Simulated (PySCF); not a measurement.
## SF₂ to SF₅: adding ligands

Level: B3LYP in the def2-TZVP basis family, all electrons, no relativity, computed in PySCF with density fitting; open shells unrestricted.

Each entry is the lowest minimum that a search over a few typed start shapes (and spin states, where more than one is plausible) found, or that minimum re-optimised at the stated level; isomers with ligand–ligand bonds, or fragments after loss of a ligand pair, can lie lower.

```
molecule  2S+1  point group  mean bond to S (Å)  atomisation (kJ/mol)  dipole (D)  gap (eV)  lowest ω (cm⁻¹)
     SF₂     1          C2v               1.605                   721        1.20      4.98              342
     SF₄     1          C2v               1.617                  1345        0.71      7.28              218
     SF₅     2          C4v               1.609                  1511        0.28         –              224
```

Left out of the table are members whose search was unfinished or whose lowest solution was spin-contaminated, unstable, very soft or bonded differently.
